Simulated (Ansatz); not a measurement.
Volume per atom (Å³/atom) of solids drawn from the class of elemental solids other than molecular ones, at two levels: PBE (Ansatz, a program for electronic structure, PAW), and PBE-D4 in Ansatz (PAW).

```tsv
solid	PBE	PBE-D4
hcp Zr	23.39	23.04
hcp Ti	17.39	17.11
double-hcp La	37.13	35.25
hcp Hf	22.53	?
hcp Tc	14.44	14.14
body-centred tetragonal In	27.47	26.07
hcp Tl	31.43	29.57
hcp Y	32.88	?
hcp Zn	15.24	14.54
```

Task: Estimate the withheld PBE-D4 values from the other rows.

Result: One way: carry over the typical ratio. The ratios PBE-D4 / PBE of the other rows, in order: 0.9408, 0.9490, 0.9494, 0.9541, 0.9792, 0.9839, 0.9850; median 0.9541. hcp Hf: 22.53 × 0.9541 = 21.50 Å³/atom; the run gives 22.22 Å³/atom. hcp Y: 32.88 × 0.9541 = 31.37 Å³/atom; the run gives 31.95 Å³/atom. The ratios spread from 0.9408 to 0.9850, so such an estimate is rough. hcp Hf lies outside that spread.

Of 9 rows, PBE-D4 is the larger in 0 and the smaller in 9.

Ansatz's runs of these crystals have no spin polarisation.

Spin–orbit coupling is left out, also for the solids with elements from indium on (double-hcp La, hcp Hf, body-centred tetragonal In, hcp Tl); its size isn't shown.

Caveats: the cell is over a tenth larger than the published one: the level's own overestimate first of all, though another phase or state, or a fault of the published cell, is possible (PBE: hcp Tl). Ansatz's density-functional and Hartree–Fock values are scalar-relativistic unless marked +SOC, with PAW data made under PBE.
